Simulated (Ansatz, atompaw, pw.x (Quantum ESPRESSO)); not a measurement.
**Mo (Z = 42) (bcc): variants of one PAW (atompaw) potential in the solid**

Mo (Z = 42), PAW, made with atompaw 4.2.0.5 (PBEsol, scalar-relativistic). Core [Kr], reference 4d5 5s1 5p0. Waves: 5s (bound): rc 3.00 bohr; 5s channel at 1.5 Ry: rc 3.00 bohr; 5p (bound, empty): rc 3.00 bohr; 5p channel at 1.1 Ry: rc 3.00 bohr; 4d (bound): rc 3.00 bohr; 4d channel at 0.15 Ry: rc 3.00 bohr. Local part: bessel scheme, radius 2.70 bohr. Core correction: smooth core density matched at 2.75 bohr. Augmentation charge: gaussian compensation charge, radius 2.80 bohr; PAW radius 3.00 bohr; waves and projectors: custom polynom vanderbiltortho.

Crystal test: bcc Mo in pw.x 7.5, no spin, 15³ k-points, Fermi–Dirac smearing 0.01 Ry, cutoffs set for each file from its atomic test. The reference is all-electron LAPW (Ansatz 0.2.0) with the same functional, mesh and smearing; V0 and B0 come from Birch–Murnaghan fits to the pressures at five volumes. Errors are pseudo minus all-electron; Δ is the rms difference of the E(V) curves that follow from these fits, minima aligned, over ±6 % about the mean V0. Mesh and smearing are coarse, so the numbers serve the comparison and aren't converged zero-temperature values; the lattice is a test structure that the element need not adopt.

All-electron: a0 = 3.131 Å (V0 = 15.34 Å³/atom), B0 = 279.7 GPa.

Base: The largest radius (3.00 bohr) exceeds half the bond length (2.56 bohr), so the spheres overlap, which is one possible source of error among others. This is a poor potential for the solid.

A dash in a converged row means that the minimum lies outside the volumes sampled.

| change | cutoffs (Ry) | pw.x | a0 (Å) | a0 error (%) | B0 error (%) | Δ (meV/atom) | mean pressure error (GPa) |
| --- | --- | --- | --- | --- | --- | --- | --- |
| base | 40/400 | converged | 3.158 | +0.89 | +4.0 | 26.3 | +8.47 |
| wave 5s channel at 1.5 Ry: rc 3.00 bohr becomes 5s channel at -0.18 Ry: rc 3.00 bohr | 40/400 | converged | 3.173 | +1.35 | +2.4 | 39.2 | +12.71 |
| core correction smooth core density matched at 2.40 bohr | 40/400 | converged | 3.156 | +0.81 | +4.2 | 24.0 | +7.69 |
| core [Ar] 3d10 4s2, valence charge 12; reference 4p6 4d5 5s0 5p1; waves now 5s (bound): rc 2.75 bohr; 5s channel at 0.1 Ry: rc 2.75 bohr; 4p (bound): rc 1.30 bohr; 5p (bound): rc 2.75 bohr; 4d (bound): rc 2.15 bohr; 4d channel at 0.25 Ry: rc 2.15 bohr; local potential bessel scheme, radius 2.00 bohr; core correction smooth core density matched at 2.55 bohr; augmentation gaussian compensation charge, radius 2.20 bohr; PAW radius 2.75 bohr; waves and projectors: custom polynom vanderbiltortho | 70/700 | converged; bound ghost | – | – | – | – | +27.10 |
| local potential ultrasoft scheme with l = 3 at 1 Ry, radius 2.70 bohr | 40/400 | converged; bound ghost | – | – | – | – | -93.83 |

Q: Give the row for: local potential bessel scheme, radius 2.06 bohr.

A: pw.x: converged; bound ghost; mean pressure error (GPa): -81.33.
